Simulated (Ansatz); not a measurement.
A nudged elastic band was laid between two geometries of CH5NOS (9 atoms, charge 0, multiplicity 1).

These are results of RHF/def2-SVP (Ansatz 0.2.0), not measurements.

```json
{
 "movable images": "5",
 "climbing image": "yes",
 "spring": "5.0 eV/Å²",
 "optimiser": "quadratic models (default)",
 "start path": "through a guess of the saddle point",
 "force threshold": "0.05 eV/Å",
 "iteration limit": "60",
 "end points": "relaxed"
}
```

First end point:

```xyz
9
Properties=species:S:1:pos:R:3
N -0.159 1.556 -0.227
C 0.335 0.234 -0.249
O -0.349 -0.575 0.694
S 0.196 -2.111 0.914
H -1.138 1.585 -0.448
H -0.033 1.977 0.676
H 1.400 0.228 -0.016
H 0.198 -0.194 -1.245
H -0.450 -2.701 -0.101
```

Last end point:

```xyz
9
Properties=species:S:1:pos:R:3
N -0.499 1.437 -0.133
C 0.211 0.203 -0.130
O -0.555 -0.727 0.592
S 0.126 -2.194 0.882
H -0.448 1.906 0.752
H -0.178 2.054 -0.854
H 1.209 0.251 0.323
H 0.331 -0.135 -1.163
H -0.197 -2.795 -0.270
```

What changes between the two ends?

No bond is made or broken. The dihedral H6–N1–C2–O3 goes from 61 to -162°.

Give the energies along the band, and the barrier.

The forces met the threshold. The highest image is number 3 of 0 to 6, 0.31 eV above the first end and 0.07 eV above the last; the last end lies 0.24 eV above the first. A vibrational analysis at the climbing image gives one clearly imaginary mode, 316i cm⁻¹: a first-order saddle point.

```tsv
image	path coordinate (Å)	energy (eV)	dihedral H6–N1–C2–O3 (°)
0	0.00	0.00	61
1	0.51	0.08	85
2	1.01	0.24	112
3	1.52	0.31	139
4	1.90	0.28	159
5	2.28	0.25	179
6	2.65	0.24	-162
```

What is the geometry of the highest image?


```xyz
9
Properties=species:S:1:pos:R:3
N -0.403 1.459 -0.315
C 0.309 0.215 -0.194
O -0.491 -0.635 0.584
S 0.072 -2.153 0.873
H -1.087 1.519 0.418
H 0.212 2.246 -0.228
H 1.288 0.328 0.284
H 0.469 -0.238 -1.177
H -0.368 -2.741 -0.246
```

What are the harmonic wavenumbers there?

316i, 93, 266, 299, 466, 886, 898, 1091, 1136, 1217, 1258, 1362, 1368, 1592, 1677, 1759, 2828, 3149, 3197, 3759, 3846 cm⁻¹.

The band took 6 iterations and roughly 70 core-seconds.

Time of the run: 73 s on 1 thread of Arm Neoverse N1 (shared host), peak memory 0.15 GiB.
